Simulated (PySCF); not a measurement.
Molecule: SMILES C=C([O-])C(C)C, [C₅H₉O]-.

Cartesian coordinates in Å; atom numbers follow the order of the lines, from 1:
```xyz
15

C     2.2066    0.4194   -0.2502
C     1.0039    0.2204   -0.8430
O     0.7395    0.2293   -2.0834
C    -0.1977   -0.0569    0.1199
C    -1.2492    1.0317   -0.0723
C    -0.7882   -1.4228   -0.2172
H     3.0965    0.6116   -0.8323
H     2.3324    0.3964    0.8246
H     0.1462   -0.0522    1.1623
H    -1.4790    1.1030   -1.1340
H    -0.8633    1.9951    0.2599
H    -2.1699    0.8147    0.4793
H    -0.0757   -2.2123    0.0209
H    -0.9868   -1.4546   -1.2874
H    -1.7198   -1.6147    0.3254
```

Total charge -1.

Frames of a GFN2-xTB Langevin trajectory at 300 K; GIAO PBE0/pcSseg-1 shieldings in PySCF, gas phase, non-relativistic; equivalent atoms averaged within each frame.

Scale: TMS for ¹³C (σ = 186.93 ppm), ¹H (σ = 31.72 ppm); ¹⁷O (σ = 336.08 ppm) vs H2O (reference shieldings calculated alike). The references are static minima.

How do the shifts (ppm) fluctuate along the trajectory?

## Answers


```tsv
time (fs)	C2	C1	C4	C5/C6	O3	H7	H8	H9	H10/H11/H12/H13/H14/H15
250	177.1	45.9	35.1	18.9	273.1	2.22	1.43	1.09	0.53
425	182.0	58.7	38.9	25.7	313.2	2.66	3.68	2.08	0.75
625	189.9	52.5	50.9	27.3	294.0	2.08	3.03	2.63	1.42
800	175.1	55.9	55.2	26.9	256.3	2.30	3.65	4.14	1.26
1000	190.5	47.7	46.0	22.3	336.8	1.83	2.09	3.04	0.86
mean of frames	182.9	52.2	45.2	24.2	294.7	2.22	2.78	2.59	0.97
standard deviation	7.1	5.4	8.3	3.5	31.8	0.31	0.99	1.13	0.37
```

5 frames give an uncertainty of the mean of about the standard deviation over 2.2 at best, since frames this close in time may not be independent; classical motion lacks zero-point vibration, and the reference would need the same averaging.
